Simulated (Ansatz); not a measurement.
**One arrangement of a pair**

The pair of SiH₄ (SMILES [SiH4], atoms 1–5) and SiH₃Cl (SMILES [SiH3]Cl, atoms 6–10), both closed shells, in one local arrangement (a lower one may exist), relaxed at PBE0-D4/def2-TZVP:

Si1  (-0.131, 0.058, -1.976)
H2  (-1.549, 0.192, -1.559)
H3  (0.094, 0.797, -3.242)
H4  (0.206, -1.375, -2.161)
H5  (0.744, 0.633, -0.919)
Si6  (0.150, -0.028, 1.846)
Cl7  (-0.184, -0.506, 3.817)
H8  (1.603, 0.173, 1.653)
H9  (-0.598, 1.209, 1.532)
H10  (-0.334, -1.153, 1.011)
(Å)

Computed with Ansatz 0.2.0 (basis: def2-TZVPPD, with def2-QZVPPD for the basis limit); correlated methods freeze the cores. B3LYP uses VWN-RPA correlation. Extrapolation: Hartree–Fock as exp(−7.88 √X), correlation as X^−2.97. Interaction energies count from these two fragments, frozen as in the pair, with the counterpoise correction; negative means bound.

Problem. What is the interaction energy by CCSD(T) at an estimated basis limit (MP2 extrapolated from triple and quadruple zeta, plus CCSD(T) − MP2 in triple zeta)? (An estimate is asked for; the value comes from the calculation.)

Solution. Computed: -1.30 kcal/mol. Hartree–Fock alone gives 1.33 kcal/mol at the basis limit, so without correlation the pair would not bind at this distance. It counts from the two fragments frozen as in the pair.

The same quantity by other methods in triple zeta, and each one's difference from that estimate:
| method | E_int (kcal/mol) | difference |
| --- | --- | --- |
| PBE-D4 | -1.73 | -0.42 |
| revPBE-D4 | -1.44 | -0.13 |
| BLYP-D4 | -1.24 | 0.06 |
| r2SCAN-D4 | -1.23 | 0.07 |
| B97M-V | -1.28 | 0.02 |
| PBE0-D4 | -1.57 | -0.27 |
| B3LYP-D4 | -1.34 | -0.04 |
| HSE06-D4 | -1.55 | -0.25 |
| wB97X-V | -1.25 | 0.05 |
| wB97M-V | -1.41 | -0.10 |
| B2PLYP | 0.01 | 1.32 |
| HF | 1.35 | 2.65 |
| MP2 | -0.91 | 0.39 |
| CCSD | -0.66 | 0.65 |
| CCSD(T) | -0.98 | 0.33 |
Differences are method less estimate.

Problem. Which atoms make the shortest contact between the fragments?

Solution. H5 and H8, 2.75 Å apart.

Basis-set superposition shift (counterpoise-corrected less uncorrected): CCSD(T) 0.36; MP2 0.36; HF 0.08; PBE0-D4 0.07; wB97M-V 0.07 kcal/mol.

The T1 diagnostic stays at or below 0.011.

For scale, one of the runs: CCSD(T)/def2-TZVPPD, 266 basis functions, launched by `ansatz run in.yaml --threads 4 --pin off --events-out ev --progress --plain --max-ram 9574MiB`. Time: 25 s of wall clock on 4 CPU threads of an Intel Xeon 6975P-C; the host was shared. Peak host memory: 6.3 GiB.
